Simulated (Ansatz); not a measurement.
**NH2 (SMILES [NH2]) at UCAM-B3LYP/6-31G(d) (spherical functions)**

Aim: the energy change on altering one bond length of NH2 at UCAM-B3LYP/6-31G* (spherical functions), from 2 runs. 

Program for the calculation: Ansatz 0.2.0.

48 further runs of the same task are left out: 48 set aside as unsound or not needed.

### Step 1. The system as given

The species is NH2 (3 atoms), meant as a doublet with charge 0. SMILES: `[NH2]`. The coordinates come from a GFN2-xTB relaxation.

Bond lengths: N1–H2 1.014 Å, N1–H3 1.014 Å. Angles: H2–N1–H3 110.0°.

### Step 2. The energy at UCAM-B3LYP/6-31G(d) (spherical functions)

File input.yaml:

```yaml
crystal:
  periodic: [false, false, false]
  atoms:
    - {symbol: N, position_ang: [0.307180, -0.182210, 0.151440]}
    - {symbol: H, position_ang: [0.155580, 0.820260, 0.174790]}
    - {symbol: H, position_ang: [-0.462760, -0.638040, -0.326220]}
basis:
  gaussian: {orbitals: 6-31G_st_-spherical.json}
magnetization: {spin_polarized: true, initial_magnetization: 1}
hamiltonian: {xc: {name: CAM-B3LYP}}
accuracy: high
```

The basis set 6-31G* is read from a file made from the Basis Set Exchange's data (not shown).

Run with:

```console
$ ansatz run input.yaml --threads 1 --pin off --max-ram 2610MiB --events-out events.jsonl --progress --plain --runs-dir runs
```

What it wrote:

```text
Warning: RAYON_NUM_THREADS=1 ignored (pool sized by the plan → 1); use --threads N
Functional definition: CAM-B3LYP
  name "CAM-B3LYP"
  parameter alpha = 0.19
  parameter beta = 0.46
  parameter omega = 0.33/bohr
  parameter ac = 0.81
  exchange = (1 - alpha - beta)*b88_x + beta*b88_x_sr(omega) + alpha*exact_x + beta*exact_x_lr(omega)
  correlation = (1 - ac)*vwn5_c + ac*lyp_c
330 factors; integrals over basis functions are off by at most 4.2e-9 eV
128 factors; integrals over basis functions are off by at most 1.2e-9 eV
mean field evaluation 1: about -1518.0091 eV, gradient 1.9e1 eV
mean field evaluation 2: about -1518.4732 eV, gradient 1.6e1 eV
mean field evaluation 4: about -1519.4830 eV, gradient 1.2e-1 eV
mean field evaluation 8: about -1519.4805 eV, gradient 1.1e-3 eV
mean field evaluation 16: about -1519.4805 eV, gradient 1.2e-7 eV
mean field -1519.48052508 eV, -55.8398793559 hartree, gradient 1.3e-8 eV, S^2 0.752706; 0 other end points of the search recorded, 0 dependent functions left out
reference -1519.48053396 eV, -55.8398796821 hartree; 5, 4 occupied and 13, 14 virtual orbitals, 330 factors
Total energy: -1519.48053396 eV, -55.8398796821 hartree
```

Run time: 0.91 s. Hardware: 1 thread of Arm Neoverse V1, shared host.

### Step 3. The distorted shape

File molecule.yaml:

```yaml
crystal:
  periodic: [false, false, false]
  atoms:
    - {symbol: N, position_ang: [0.345084, -0.432856, 0.145602]}
    - {symbol: H, position_ang: [0.155580, 0.820260, 0.174790]}
    - {symbol: H, position_ang: [-0.424856, -0.888686, -0.332058]}
basis:
  gaussian:
    orbitals: 6-31G_st_-spherical.json
magnetization:
  spin_polarized: true
  initial_magnetization: 1
hamiltonian:
  xc: {name: CAM-B3LYP}
accuracy: high
```

The basis set 6-31G* is read from a file made from the Basis Set Exchange's data (not shown).

Run with:

```console
$ ansatz run molecule.yaml --threads 1 --pin off --max-ram 2610MiB --events-out events.jsonl --progress --plain --runs-dir runs
```

What it wrote:

```text
Warning: RAYON_NUM_THREADS=1 ignored (pool sized by the plan → 1); use --threads N
Functional definition: CAM-B3LYP
  name "CAM-B3LYP"
  parameter alpha = 0.19
  parameter beta = 0.46
  parameter omega = 0.33/bohr
  parameter ac = 0.81
  exchange = (1 - alpha - beta)*b88_x + beta*b88_x_sr(omega) + alpha*exact_x + beta*exact_x_lr(omega)
  correlation = (1 - ac)*vwn5_c + ac*lyp_c
333 factors; integrals over basis functions are off by at most 4.4e-9 eV
131 factors; integrals over basis functions are off by at most 1.8e-9 eV
mean field evaluation 1: about -1517.2460 eV, gradient 1.8e1 eV
mean field evaluation 2: about -1517.4212 eV, gradient 1.7e1 eV
mean field evaluation 4: about -1518.7309 eV, gradient 1.8e-1 eV
mean field evaluation 8: about -1518.7284 eV, gradient 6.6e-3 eV
mean field evaluation 16: about -1518.7284 eV, gradient 4.2e-6 eV
mean field -1518.72840952 eV, -55.8122396187 hartree, gradient 5.2e-8 eV, S^2 0.754611; 0 other end points of the search recorded, 0 dependent functions left out
reference -1518.72841858 eV, -55.8122399516 hartree; 5, 4 occupied and 13, 14 virtual orbitals, 333 factors
Total energy: -1518.72841858 eV, -55.8122399516 hartree
```

Wall time 0.99 s (1 thread of Arm Neoverse V1, shared host).

### Step 4. Outcome

Level: UCAM-B3LYP/6-31G* (spherical functions).

| quantity | value |
| --- | --- |
| first shape: total energy | -55.83988 Eh |
| first shape: ⟨S²⟩ | 0.753 |
| distorted shape: total energy | -55.81224 Eh |
| distorted shape: ⟨S²⟩ | 0.755 |
| energy change with the N1–H2 bond stretched from 1.014 to 1.268 Å | 0.752 eV |

**Reading.** With the N1–H2 bond stretched from 1.014 to 1.268 Å the energy rises by 0.75 eV (72.6 kJ/mol). The first shape isn't relaxed at this level, so the change isn't measured from a minimum.
